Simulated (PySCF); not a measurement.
**A search over the determinants of SF**

Unrestricted PBE0; basis S def2-TZVP, F def2-TZVP; no relativity; PySCF 2.14. Outer shells of the fragments: S 3s2 3p4; F 2s2 2p5.

Followed along the bond (rough minima from three points):

```json
{"2Ms+1": "2", "unpaired": "π ↑", "⟨S²⟩ at the start": "0.76", "R at minimum (Å)": "1.60", "Te (eV)": "0.00"}
{"2Ms+1": "4", "unpaired": "σ ↑, π ↑↑", "⟨S²⟩ at the start": "3.75", "R at minimum (Å)": "none in the scan", "Te (eV)": "≤ 2.13"}
```

Solutions found at the starting distance of 1.600 Å, counted from the lowest of them; the search is not exhaustive and high or unbound solutions are not listed, so other states can lie among these:

```
2Ms+1   unpaired   term  E (eV)  ⟨S²⟩  ⟨Lz²⟩  μ (D)
    2        π ↑     ²Π    0.00  0.76   1.01  -0.83
    4  σ ↑, π ↑↑    ⁴Σ⁻    2.57  3.75   0.00  -0.73
    2  σ ↑, π ↑↓  mixed    3.30  1.76   2.03  -0.65
    2  σ ↓, π ↑↑  mixed    3.38  1.76   0.00  -0.65
    2        σ ↑  mixed    4.56  0.76   2.01  -0.45
    4  σ ↑↑, π ↑     ⁴Π    8.48  3.76   1.01   0.44
    2        π ↑     ²Π    8.70  0.76   1.02  -0.05
    4  σ ↑, π ↑↑  mixed    9.01  3.76   2.02   2.98
```

A term symbol is given only where ⟨S²⟩ and ⟨Lz²⟩ are close to those of a pure state; real π, δ and φ orbitals otherwise mix terms. A positive dipole means S(−)F(+).

Counting both spins, an empty level lies below a filled one in some of these solutions, because spin and occupation are held.
